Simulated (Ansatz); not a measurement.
**AlClHS radical: functionals against CCSD(T) at one geometry**

How do the functionals fare away from a minimum? The structure is a structure displaced at random from a GFN2-xTB minimum.

Computed with Ansatz 0.2.0, Gaussian basis. Level: single points in def2-TZVPP.

Correlated methods freeze the cores. Orbitals are unrestricted.

## 1. The system as given

4 atoms, charge 0, spin multiplicity 2.

Atoms are counted from 1 here; the program's logs count them from 0.

Bond lengths: S1–Al2 2.322 Å, Al2–Cl3 2.043 Å, Al2–H4 1.370 Å. Angles: S1–Al2–Cl3 117.4°, S1–Al2–H4 123.2°, Cl3–Al2–H4 119.4°.

Geometry (Å):

```
atom     x (Å)     y (Å)     z (Å)
  S1  -0.98430   0.39360   1.88080
 Al2   0.14880   0.09740  -0.12380
 Cl3  -0.36410  -1.51820  -1.26340
  H4   1.14940   0.93090  -0.54920
```

## 2. CCSD(T)/def2-TZVPP

run/in.yaml

```yaml
crystal:
  periodic: [false, false, false]
  atoms:
    - {symbol: S, position_ang: [-0.984300, 0.393600, 1.880800]}
    - {symbol: Al, position_ang: [0.148800, 0.097400, -0.123800]}
    - {symbol: Cl, position_ang: [-0.364100, -1.518200, -1.263400]}
    - {symbol: H, position_ang: [1.149400, 0.930900, -0.549200]}
basis:
  gaussian: {orbitals: def2-TZVPP}
magnetization: {spin_polarized: true, initial_magnetization: 1}
correlation: {method: ccsd_t}
scf: {omitted_lower_state_checks: [cluster_reference]}
output: {forces: true}
```

The command line of these runs was not kept.

## 3. PBE0-D4/def2-TZVPP

Changes to run/in.yaml since step 2:

```diff
@@ -10,4 +10,3 @@
 magnetization: {spin_polarized: true, initial_magnetization: 1}
-correlation: {method: ccsd_t}
-scf: {omitted_lower_state_checks: [cluster_reference]}
-output: {forces: true}
+hamiltonian: {xc: pbe0, dispersion: d4}
+output: {forces: true, orbitals: {seedname: orbitals}}
```

## 4. wB97M-V/def2-TZVPP

Changes to run/in.yaml since step 3:

```diff
@@ -10,3 +10,3 @@
 magnetization: {spin_polarized: true, initial_magnetization: 1}
-hamiltonian: {xc: pbe0, dispersion: d4}
-output: {forces: true, orbitals: {seedname: orbitals}}
+hamiltonian: {xc: {name: wB97M-V}}
+output: {forces: true}
```

## 5. r2SCAN-D4/def2-TZVPP

Changes to run/in.yaml since step 4:

```diff
@@ -10,3 +10,3 @@
 magnetization: {spin_polarized: true, initial_magnetization: 1}
-hamiltonian: {xc: {name: wB97M-V}}
+hamiltonian: {xc: r2scan, dispersion: d4}
 output: {forces: true}
```

## 6. PBE-D4/def2-TZVPP

Changes to run/in.yaml since step 5:

```diff
@@ -10,3 +10,3 @@
 magnetization: {spin_polarized: true, initial_magnetization: 1}
-hamiltonian: {xc: r2scan, dispersion: d4}
+hamiltonian: {xc: pbe, dispersion: d4}
 output: {forces: true}
```

## 7. HSE06-D4/def2-TZVPP

Changes to run/in.yaml since step 6:

```diff
@@ -10,3 +10,3 @@
 magnetization: {spin_polarized: true, initial_magnetization: 1}
-hamiltonian: {xc: pbe, dispersion: d4}
+hamiltonian: {xc: hse06, dispersion: d4}
 output: {forces: true}
```

## 8. LC-wPBE/def2-TZVPP

Changes to run/in.yaml since step 7:

```diff
@@ -10,3 +10,3 @@
 magnetization: {spin_polarized: true, initial_magnetization: 1}
-hamiltonian: {xc: hse06, dispersion: d4}
+hamiltonian: {xc: {name: LC-wPBE}}
 output: {forces: true}
```

(Steps that only read results are left out.)

Q: Predict the outcome of this session. Wanted: energy less free atoms, CCSD(T)/def2-TZVPP; RMS force component; RMS force error; HOMO and LUMO, PBE0-D4; T1 diagnostic.

The runs gave:

| quantity | value |
| --- | --- |
| energy less free atoms, CCSD(T)/def2-TZVPP | -963.9 kJ/mol |
| RMS force component | 1.883 to 1.969 eV/Å over the methods |
| RMS force error | PBE0-D4 0.063, wB97M-V 0.069, r2SCAN-D4 0.045, PBE-D4 0.052, HSE06-D4 0.059, LC-wPBE 0.146 eV/Å |
| HOMO and LUMO, PBE0-D4 | -7.55 and -4.53 eV |
| T1 diagnostic | 0.011 |

Against CCSD(T) the functionals' energies less atoms differ by -56.6 to -22.3 kJ/mol, PBE-D4 by -34.6 kJ/mol. The reference is not at the basis limit: in triple zeta CCSD(T) underbinds, which counts against methods that bind more; the gaps are no ranking. For forces r2SCAN-D4 does best and LC-wPBE worst. Frozen-core CCSD(T) forces in triple zeta carry basis errors of their own, and this is one geometry, so small gaps rank nothing.
